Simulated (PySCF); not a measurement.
CH3, charge -2, doublet, at a GFN2-xTB geometry of the parent state (a state made from the parent by changing its charge; the spin is typed, not shown lowest) (a gas-phase anion, which may not be bound at this level); PySCF with R2SCAN/6-31G.

Input for PySCF:
```python
from pyscf import gto, scf, dft

mol = gto.Mole()
mol.atom = '''
    C     0.094435    0.098442    0.100706
    H    -0.627209   -0.621425    0.624633
    H     0.663992   -0.608499   -0.598808
    H    -0.603395    0.639270   -0.630059
'''
mol.basis = '6-31g'
mol.charge = -2
mol.spin = 1
mol.verbose = 5
mol.build()

mf = dft.ROKS(mol)
mf.xc = 'r2scan'
mf.kernel()
```

Task: What does PySCF print? Leave out banner, timings and long lists.

Result: 
```
PySCF version 2.14.0

[INPUT] verbose = 5
[INPUT] max_memory = 4000
[INPUT] num. atoms = 4
[INPUT] num. electrons = 11
[INPUT] charge = -2
[INPUT] spin (= nelec alpha-beta = 2S) = 1
[INPUT] symmetry False subgroup None
[INPUT] Mole.unit = angstrom
[INPUT] Symbol           X                Y                Z      unit          X                Y                Z       unit  Magmom
[...]
[INPUT] ---------------- BASIS SET ----------------
[INPUT] l, kappa, [nprim/nctr], expnt,             c_1 c_2 ...
[INPUT] C
[...]
                                457.36951         0.0140373
                                103.94869         0.0688426
                                29.210155         0.2321844
                                9.286663          0.4679413
                                3.163927          0.362312
[...]
                                1.8812885         -0.1608542
                                0.5442493         1.1434564
[...]
                                1.8812885         0.316424
                                0.5442493         0.7443083
[...]
[INPUT] H
[...]
                                2.8253937         0.23472695
                                0.6401217         0.81375733
[...]
nuclear repulsion = 9.20363456612171
number of shells = 11
number of NR pGTOs = 34
number of NR cGTOs = 15
basis = 6-31g
ecp = {}

******** <class 'pyscf.dft.roks.ROKS'> ********
method = ROKS
initial guess = minao
damping factor = 0
level_shift factor = 0
DIIS = <class 'pyscf.scf.diis.CDIIS'>
diis_start_cycle = 1
diis_space = 8
diis_damp = 0
SCF conv_tol = 1e-09
SCF conv_tol_grad = None
SCF max_cycles = 50
direct_scf = True
direct_scf_tol = 1e-13
num. doubly occ = 5  num. singly occ = 1
XC library pyscf.dft.libxc version 7.1.2
    S. Lehtola, C. Steigemann, M. J. T. Oliveira, and M. A. L. Marques,  SoftwareX 7, 1–5 (2018)
XC functionals = r2scan
    J. W. Furness, A. D. Kaplan, J. Ning, J. P. Perdew, and J. Sun,  J. Phys. Chem. Lett. 11, 8208–8215 (2020)
    J. W. Furness, A. D. Kaplan, J. Ning, J. P. Perdew, and J. Sun,  J. Phys. Chem. Lett. 11, 9248–9248 (2020)
    J. W. Furness, A. D. Kaplan, J. Ning, J. P. Perdew, and J. Sun,  J. Phys. Chem. Lett. 11, 8208–8215 (2020)
    J. W. Furness, A. D. Kaplan, J. Ning, J. P. Perdew, and J. Sun,  J. Phys. Chem. Lett. 11, 9248–9248 (2020)
radial grids:
    Treutler-Ahlrichs [JCP 102, 346 (1995); DOI:10.1063/1.469408] (M4) radial grids

becke partition: Becke, JCP 88, 2547 (1988); DOI:10.1063/1.454033
[...]
E1 = -76.05152716302935  E2 = 27.559048791410333  Ecoul = 34.48979285495015  Exc = -6.930744063539821
cycle= 5 E= -39.2888438054973  delta_E= -4.05e-06  |g|= 0.00038  |ddm|= 0.0118
[...]
                  Roothaan           | alpha              | beta
  Highest 2-occ =  0.427784240599127 |  0.423700812018324 |  0.431711195184278
  Lowest 0-occ =   0.670557207798733 |  0.652474850049074 |  0.688525746512499
  1-occ =          0.590103475203043 |   0.55882534500301 |  0.621275063111956
  Roothaan mo_energy =
[-9.38946934 -0.01620545  0.25164415  0.25164726  0.42778424  0.59010348
  0.67055721  0.67055764  1.11962936  1.11962984  1.15353613  1.45726332
  1.45726403  1.48138239  1.61196287]
nelec by numeric integration = [6.00001386 5.00001147]
E1 = -76.05264491236133  E2 = 27.560166474037445  Ecoul = 34.49108033105338  Exc = -6.930913857015938
cycle= 6 E= -39.2888438722022  delta_E= -6.67e-08  |g|= 1.61e-05  |ddm|= 0.00142
[...]
                  Roothaan           | alpha              | beta
  Highest 2-occ =  0.427783847749003 |  0.423782488461383 |  0.431789380252652
  Lowest 0-occ =    0.67055765389668 |  0.652528025506642 |  0.688590049277197
  1-occ =          0.590105234494056 |  0.558877464850206 |  0.621335890709155
  Roothaan mo_energy =
[-9.38947182 -0.01620164  0.25164625  0.25164961  0.42778385  0.59010523
  0.67055765  0.67055799  1.11963072  1.11963118  1.15353702  1.45726525
  1.45726572  1.48138581  1.61196565]
nelec by numeric integration = [6.00001386 5.00001147]
E1 = -76.05261217101103  E2 = 27.560133732468948  Ecoul = 34.491043333355705  Exc = -6.930909600886757
cycle= 7 E= -39.2888438724204  delta_E= -2.18e-10  |g|= 1.62e-06  |ddm|= 0.000311
[...]
                  Roothaan           | alpha              | beta
  Highest 2-occ =  0.427783766411941 |  0.423780416404706 |  0.431787121642599
  Lowest 0-occ =   0.670557637552098 |  0.652526198052833 |  0.688588514577673
  1-occ =          0.590105082821361 |  0.558875991932231 |  0.621334184808511
  Roothaan mo_energy =
[-9.38947368 -0.01620208  0.25164611  0.25164924  0.42778377  0.59010508
  0.67055764  0.67055806  1.11963055  1.11963104  1.15353691  1.45726495
  1.45726565  1.48138555  1.61196529]
nelec by numeric integration = [6.00001386 5.00001147]
E1 = -76.05261924498762  E2 = 27.560140806443236  Ecoul = 34.49105124235397  Exc = -6.930910435910734
Extra cycle  E= -39.2888438724227  delta_E= -2.3e-12  |g|= 1.45e-06  |ddm|= 2.93e-05
converged SCF energy = -39.2888438724227
```
